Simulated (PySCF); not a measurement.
Rock-salt MgS: Hartree–Fock at its full settings () and at cheaper ones, in a cell of 2 atoms.

| level and setting | lattice constant a (Å) | bulk modulus B0 (GPa) |
|---|---|---|
| Hartree–Fock (PySCF) | 5.277 | 77.5 |
| Hartree–Fock/6-31G* (2×2×2 k mesh) (PySCF) | 5.384 | 72.4 |
| Hartree–Fock/GTH-DZVP (2×2×2 k mesh) (PySCF) | ? | ? |
| Hartree–Fock/GTH-SZV (2×2×2 k mesh) (PySCF) | 5.354 | 77.7 |
| Hartree–Fock/STO-3G (Γ point alone) (PySCF) | 5.174 | 197 |

**Question.** Fill in the missing entries.

**Answer.** 
- Hartree–Fock/GTH-DZVP (2×2×2 k mesh) (PySCF), lattice constant a (Å): 5.342
- Hartree–Fock/GTH-DZVP (2×2×2 k mesh) (PySCF), bulk modulus B0 (GPa): 73.2

Largest shifts from the full settings: lattice constant a +2.03 % (Hartree–Fock/6-31G* (2×2×2 k mesh)), against a difference of +1.72 % of the full result from the reference 5.188 Å (measured, corrected for zero-point motion; as tabulated in Goldzak et al. (2022), arXiv:2208.04865); bulk modulus +154 % (Hartree–Fock/STO-3G (Γ point alone)), against a difference of -4.3 % of the full result from the reference 81 GPa (measured, corrected for zero-point motion; as tabulated in Goldzak et al. (2022), arXiv:2208.04865).

Run with cheap settings on purpose, which may leave them unconverged: Hartree–Fock/6-31G* (2×2×2 k mesh), Hartree–Fock/GTH-DZVP (2×2×2 k mesh), Hartree–Fock/GTH-SZV (2×2×2 k mesh), Hartree–Fock/STO-3G (Γ point alone).
